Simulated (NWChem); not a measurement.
## Atomisation of pyrrole (C$_{4}$H$_{5}$N)

```
N
H 1 1.0098
C 1 1.3659 2 124.97
C 1 1.3659 2 124.97 3 180.00
C 4 1.3790 1 107.75 2 180.00
C 3 1.3790 1 107.75 2 180.00
H 3 1.0878 1 121.36 2 0.00
H 4 1.0878 1 121.36 2 0.00
H 5 1.0884 4 125.81 8 0.00
H 6 1.0884 3 125.81 7 0.00
```
Charge 0, spin multiplicity 1.

Everything below was run with NWChem. The geometry was optimised at PBE0/def2-SVP, a minimum by its harmonic frequencies.

Basis set: def2-TZVP. The atomisation energy is electronic alone: no zero-point, thermal, spin-orbit or counterpoise terms. No value is extrapolated to the basis-set limit. Free atoms are single determinants with multiplicities C 3, N 4, H 2. Correlated methods freeze the same cores in atoms and molecule, 5 orbitals in all.

```csv
method,atomisation energy (kcal/mol),relative cost
HF,762.9,1
LDA (SVWN5),1248.5,under 3
B3LYP,1067.0,under 3
PBE0,1084.9,under 3
BP86,1111.3,under 3
PBE,1109.8,under 3
r2SCAN,1075.2,under 3
MP2,1060.4,5
CAM-B3LYP,1073.7,20
```

The values span 485.6 kcal/mol, from HF (lowest) to LDA (SVWN5) (highest). The cost column gives rough processor time relative to HF; each entry includes its own SCF. Costs are the molecule's.

B3LYP has NWChem's definition, with VWN1-RPA local correlation. GW and range-separated runs recompute their integrals, the others keep them in memory, which bears on the times. The stability of the SCF solutions was not checked. Open-shell Hartree-Fock references start from PBE0 orbitals; any time given for them includes that run.
